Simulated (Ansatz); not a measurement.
# SiNH5 (SMILES [SiH3]N): the energy, rung by rung

The species is SiNH5 (7 atoms), meant as a singlet with charge 0. SMILES: `[SiH3]N`. The shape was relaxed beforehand at PBE0/def2-SVP.

```xyz
7

Si   -0.4135   -0.2935   -0.4221
N     0.6151    0.3445    0.8179
H    -0.0216   -1.7153   -0.6606
H    -1.8240   -0.2194    0.0648
H    -0.3718    0.4027   -1.7540
H     0.3964    1.2483    1.2230
H     1.6194    0.2327    0.7310
```

Each level gives the dissociation energy of the H3–Si1 bond into doublet H and doublet SiNH4 (shapes relaxed at PBE0/def2-SVP, no zero-point term) (eV). The values are calculated.

| level | kind | program | value (eV) | CPU time (all runs) |
| --- | --- | --- | --- | --- |
| HF/def2-TZVPP | Hartree–Fock | Ansatz | 3.31 | 1.2 s |
| SVWN5/def2-TZVPP | LDA | Ansatz | 4.22 | 1.1 s |
| PBE/def2-TZVPP | GGA | Ansatz | 3.83 | 1.8 s |
| r2SCAN/def2-TZVPP | meta-GGA | Ansatz | 3.91 | 3.3 s |
| PBE0-D4/def2-TZVPP | global hybrid | Ansatz | 3.91 | 2.1 s |
| CAM-B3LYP/def2-TZVPP | range-separated hybrid | Ansatz | 4.08 | 2.8 s |
| wB97M-V/def2-TZVPP | range-separated hybrid | Ansatz | 4.16 | 7.3 s |
| B2PLYP/def2-TZVPP | double hybrid | Ansatz | 4.05 | 3.6 s |
| RPA@PBE/def2-TZVPP | RPA | Ansatz | 4.02 | 3.6 s |

The values span 3.31 to 4.22 eV. Hartree–Fock misses the correlation of the electron pair that is broken and comes out low. Measured bond enthalpies also hold zero-point and thermal terms, a few tenths of an eV less. CPU times are rough (shared hosts, several kinds of processor): they show what a rung costs within a factor of a few.
